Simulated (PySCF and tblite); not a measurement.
Values are calculated unless marked as measured or tabulated.
System: C3H4S2, numbered as in [S:1]=[CH:2]/[CH:3]=[CH:4]/[SH:5].

For the rotation about the C4–S5 bond (torsion C3–C4–S5–H from 0° to 180°, rising): electronic barrier 8.08 kcal/mol, zero-point change -0.86 kcal/mol, thermal and entropy terms at 250 K a further -0.01 kcal/mol (symmetry numbers apart). The minimum is Cs, the saddle C1. Level: B3LYP/pcSseg-1 + D3(BJ), IEF-PCM tetrahydrofuran on GFN2-xTB stationary points, with GFN2-xTB thermal terms. Rate constants are transition-state-theory values, counting equivalent paths, without tunnelling. (PySCF 2.14 with density fitting, tblite 0.8.)

(1) How many equivalent paths lead out of the minimum?

(2) Work out the rate at 250 K.

Results:

(1) 2: the symmetry number of the minimum is 1, that of the saddle displaced along its mode 1, and the displaced saddle is chiral while the minimum is not, which doubles the count.

(2) ΔG‡ = 7.21 kcal/mol; k_B T/h = 5.2×10¹² s⁻¹; exp(−ΔG‡/RT) = 5×10⁻⁷; times 2 gives k = 5.2×10⁶ s⁻¹. Wigner's tunnelling factor for the 456i cm⁻¹ mode would be 1.29.
